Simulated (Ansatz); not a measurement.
# BSiH5 (singlet): wave-function methods side by side at distance B1–H4 along a hydrogen transfer = 1.427 Å, cc-pVDZ

An exercise on one series of results from a longer session: the logs are not shown, and one member is left open.

The runs use Ansatz 0.2.0, Gaussian basis; cc-pVDZ, core rule «outside noble gas», up to 6 orbitals frozen.

To be run: UHF; CCSD(T) on RHF; CCSD(T) on UHF; BCCD(T) on RHF; CISD; CCSDT(Q) on RHF; CCSDT(Q) on UHF; CASSCF and NEVPT2, 2 electrons in 2 orbitals; CASSCF and NEVPT2, 8 electrons in 8 orbitals.

11 further runs of the same task are left out: 1 for a mislabelled method, 9 that didn't finish, 1 set aside as unsound or not needed.

## What is computed

The geometry derives from fragments relaxed apart (PBE0/def2-TZVP) and kept rigid, so it is no stationary point. A hydrogen atom is moved between rigid fragments.

7 atoms, charge 0, spin multiplicity 1.

Atoms are counted from 1 here; the program's logs count them from 0.

Bond lengths: B1–H2 1.193 Å, B1–H3 1.193 Å, B1–H4 1.427 Å, H4–Si5 1.616 Å, Si5–H6 1.526 Å, Si5–H7 1.526 Å. Angles: H2–B1–H3 120.0°, H2–B1–H4 120.0°, H3–B1–H4 120.0°, B1–H4–Si5 180.0°, H4–Si5–H6 113.7°, H4–Si5–H7 113.7°, H6–Si5–H7 91.2°.

The first run:

File in.yaml:

```yaml
crystal:
  periodic: [false, false, false]
  atoms:
    - {symbol: B, position_ang: [-2.118253, 0.040114, 0.000000]}
    - {symbol: H, position_ang: [-2.714986, 1.073685, 0.000000]}
    - {symbol: H, position_ang: [-2.714986, -0.993457, 0.000000]}
    - {symbol: H, position_ang: [-0.691253, 0.040114, 0.000000]}
    - {symbol: Si, position_ang: [0.924747, 0.040114, 0.000000]}
    - {symbol: H, position_ang: [1.536928, -0.834170, 1.090012]}
    - {symbol: H, position_ang: [1.536928, -0.834170, -1.090012]}
basis:
  gaussian: {orbitals: cc-pVDZ}
magnetization: {spin_polarized: true, initial_magnetization: 0}
hamiltonian: {xc: hf}
output: {orbitals: {seedname: orbitals}}
```

On the command line:

```console
> ansatz run in.yaml --threads 1 --pin off --events-out ev --progress --plain --max-ram 2393MiB
```

Steps of the session up to this table: UHF; CCSD(T) on RHF; CCSD(T) on UHF; BCCD(T) on RHF; CISD; CCSDT(Q) on RHF; CCSDT(Q) on UHF; CASSCF and NEVPT2, 2 electrons in 2 orbitals; CASSCF and NEVPT2, 8 electrons in 8 orbitals.

One table of the session follows, with a row left open; its other results are not shown here.

It belongs to the step «Misses and costs». 

| method | from RCCSDT(Q) (kJ/mol) |
| --- | --- |
| RHF | +665.5 |
| UHF | +659.3 |
| RMP2 | +152.6 |
| UMP2 | +168.0 |
| CISD | +81.9 |
| RCCSD | +21.1 |
| UCCSD | ? |
| RCCSD(T) | +4.5 |
| UCCSD(T) | +6.1 |
| BCCD(T) | +4.5 |
| RCCSDT | +0.8 |
| UCCSDT | +1.0 |
| RCCSDT(Q) | 0 |
| UCCSDT(Q) | 0.0 |
| CASSCF pair | +620.0 |
| NEVPT2 pair | +137.9 |
| CASSCF frontier | +488.4 |
| NEVPT2 frontier | +131.2 |

Q: Estimate the row for UCCSD from the others.

As computed: from RCCSDT(Q) (kJ/mol): +23.4. In the column «from RCCSDT(Q) (kJ/mol)» it lies between RCCSD (+21.1) and CISD (+81.9).

Limits of these values: Restricted and unrestricted rows rest on different reference determinants; where their highest levels disagree by more than a few hundredths of an eV, they describe different states and don't form one ladder.
